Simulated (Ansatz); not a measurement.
# AlO (quartet): from Hartree-Fock to the top rungs at distance Al1–O2 = 2.495 Å, 6-31G

How much of the correlation energy of AlO (quartet) does each wave-function method recover here?

Program: Ansatz 0.2.0, Gaussian basis. Level of theory: 6-31G, core rule «outside noble gas», up to 6 orbitals frozen. These are calculated values, not measurements.

To be run: UHF; CCSD(T) on ROHF; CCSD(T) on UHF; BCCD(T) on ROHF; CISD; CCSDT(Q) on ROHF; CCSDT(Q) on UHF; CISDTQ; CCSDTQ on ROHF; CCSDTQ on UHF; CASSCF and MRCISD+Q, 5 electrons in 5 orbitals; CASSCF and NEVPT2, 5 electrons in 5 orbitals; CASSCF and MRCISD+Q, 9 electrons in 8 orbitals; CASSCF and NEVPT2, 9 electrons in 8 orbitals; Full CI.

32 further runs of the same task are left out: 10 for a known fault of the program, 16 that didn't finish, 6 set aside as unsound or not needed.

## 1. What is computed

The geometry derives from a PBE0/def2-TZVP stationary point (not a proven minimum). One bond is set to the value named and the two fragments are kept rigid.

2 atoms, charge 0, spin multiplicity 4.

Atoms are counted from 1 here; the program's logs count them from 0.

No contacts short enough for the rule that draws bonds.

Coordinates:

```xyz
2
charge 0, multiplicity 4
Al    0.0000    0.0000    0.0000
O     0.0000    0.0000    2.4950
```

## 2. UHF

in.yaml reads:

```yaml
crystal:
  periodic: [false, false, false]
  atoms:
    - {symbol: Al, position_ang: [0.000000, 0.000000, 0.000000]}
    - {symbol: O, position_ang: [0.000000, 0.000000, 2.495000]}
basis:
  gaussian: {orbitals: 6-31G}
magnetization: {spin_polarized: true, initial_magnetization: 3}
hamiltonian: {xc: hf}
output: {orbitals: {seedname: orbitals}}
```

Run with:

```
ansatz run in.yaml --threads 1 --pin off --events-out ev --progress --plain --max-ram 2393MiB
```

Further steps of the session: CCSD(T) on ROHF; CCSD(T) on UHF; BCCD(T) on ROHF; CISD; CCSDT(Q) on ROHF; CCSDT(Q) on UHF; CISDTQ; CCSDTQ on ROHF; CCSDTQ on UHF; CASSCF and MRCISD+Q, 5 electrons in 5 orbitals; CASSCF and NEVPT2, 5 electrons in 5 orbitals; CASSCF and MRCISD+Q, 9 electrons in 8 orbitals; CASSCF and NEVPT2, 9 electrons in 8 orbitals; Full CI.

Q: Predict the results of all the runs planned. Wanted: FCI below the RHF energy; RMP2 from FCI; UMP2 from FCI; RCCSD from FCI; RCCSD(T) from FCI; UCCSD(T) from FCI; RCCSDT(Q) from FCI; UCCSDT(Q) from FCI; T1 diagnostic.

**Answer**, as computed:

```
                         quantity                                         value
         FCI below the RHF energy                                    -2.8528 eV
                    RMP2 from FCI                                    +856.9 meV
                    UMP2 from FCI                                    +775.3 meV
                   RCCSD from FCI                                    +119.6 meV
                RCCSD(T) from FCI                                     +79.1 meV
                UCCSD(T) from FCI                                     +77.4 meV
               RCCSDT(Q) from FCI                                      +3.2 meV
               UCCSDT(Q) from FCI                                      +1.9 meV
levels within 1 kcal/mol (43 meV)  RCCSDT, UCCSDT, CISDTQ, RCCSDT(Q), UCCSDT(Q)
                    T1 diagnostic                                         0.062
   effectively unpaired electrons                                          3.43
```

**Reading.** RCCSD(T) lands +79.1 meV from the yardstick (2.8 % of the correlation energy). The occupations show some static correlation. Coupled cluster took another determinant than the lowest Hartree-Fock one. These misses are within one basis, not against nature; the frozen cores of restricted and unrestricted runs differ, which can shift their rows.
